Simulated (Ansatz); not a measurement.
Input file:

```yaml
crystal:
  periodic: [false, false, false]
  atoms:
    - {symbol: C, position_ang: [-1.855671, 0.000000, 0.000000]}
    - {symbol: H, position_ang: [-2.218877, 1.027301, 0.000000]}
    - {symbol: H, position_ang: [-2.218877, -0.513650, 0.889668]}
    - {symbol: H, position_ang: [-2.218877, -0.513650, -0.889669]}
    - {symbol: H, position_ang: [-0.497671, 0.000000, 0.000000]}
    - {symbol: Si, position_ang: [1.050329, 0.000000, 0.000000]}
basis:
  gaussian: {orbitals: "6-31G*"}
magnetization: {spin_polarized: false, initial_magnetization: 2}
correlation: {method: ccsdt, electrons: outside_noble_gas, diis_vectors: 4}
output: {forces: true}
```

```sh
$ ansatz run in.yaml --threads 1 --pin off --events-out ev --progress --plain --max-ram 2393MiB
```

Problem. Roughly how long does this take on 1 thread of Arm Neoverse V2, shared host, and how much host memory?

Solution. 97 s wall and 1.3 GiB.

```
757 factors; integrals over basis functions are off by at most 1.6e-7 eV
mean field evaluation 1: about -8949.1825 eV, gradient 1.8e1 eV
mean field evaluation 2: about -8949.2006 eV, gradient 1.8e1 eV
mean field evaluation 4: about -8950.5580 eV, gradient 1.7e0 eV
mean field evaluation 8: about -8950.5801 eV, gradient 8.7e-3 eV
mean field evaluation 16: about -8950.5801 eV, gradient 7.7e-3 eV
mean field evaluation 32: about -8951.4733 eV, gradient 9.1e-5 eV
mean field evaluation 64: about -8951.4648 eV, gradient 3.4e-1 eV
mean field evaluation 96: about -8950.6580 eV, gradient 2.3e0 eV
mean field evaluation 128: about -8950.5801 eV, gradient 2.3e-2 eV
mean field evaluation 160: about -8950.5801 eV, gradient 7.8e-3 eV
...
cycle  13  -6.45980690 eV  change    1.7e-5 eV  update   3.4e-5
cycle  14  -6.45979783 eV  change    9.1e-6 eV  update   1.9e-5
cycle  15  -6.45980020 eV  change   -2.4e-6 eV  update   9.6e-6
cycle  16  -6.45980249 eV  change   -2.3e-6 eV  update   5.5e-6
cycle  17  -6.45980401 eV  change   -1.5e-6 eV  update   4.0e-6
cycle  18  -6.45980598 eV  change   -2.0e-6 eV  update   2.7e-6
cycle  19  -6.45980553 eV  change    4.5e-7 eV  update   1.7e-6
cycle  20  -6.45980518 eV  change    3.5e-7 eV  update   1.1e-6
cycle  21  -6.45980504 eV  change    1.4e-7 eV  update   6.4e-7
cycle  22  -6.45980507 eV  change   -2.5e-8 eV  update   3.3e-7
the calculation of the forces begins
Total energy: -8957.93309764 eV, -329.1979694333 hartree
Atom 0 at    -1.855671     0.000000     0.000000 Å, force     1.776939     0.000017    -0.000000 eV/Å
Atom 1 at    -2.218877     1.027301     0.000000 Å, force     0.449090     0.288162     0.000000 eV/Å
Atom 2 at    -2.218877    -0.513650     0.889668 Å, force     0.449084    -0.144089     0.249567 eV/Å
Atom 3 at    -2.218877    -0.513650    -0.889669 Å, force     0.449084    -0.144089    -0.249567 eV/Å
Atom 4 at    -0.497671     0.000000     0.000000 Å, force    -5.851434    -0.000000    -0.000000 eV/Å
Atom 5 at     1.050329     0.000000     0.000000 Å, force     2.727237     0.000000     0.000000 eV/Å
Dipole moment:    -0.601637     0.000000    -0.000000 e Å
```

Forces (eV/Å):
```
C    1.777  0.000  0.000
H    0.449  0.288  0.000
H    0.449 -0.144  0.250
H    0.449 -0.144 -0.250
H   -5.851  0.000  0.000
Si   2.727  0.000  0.000
```
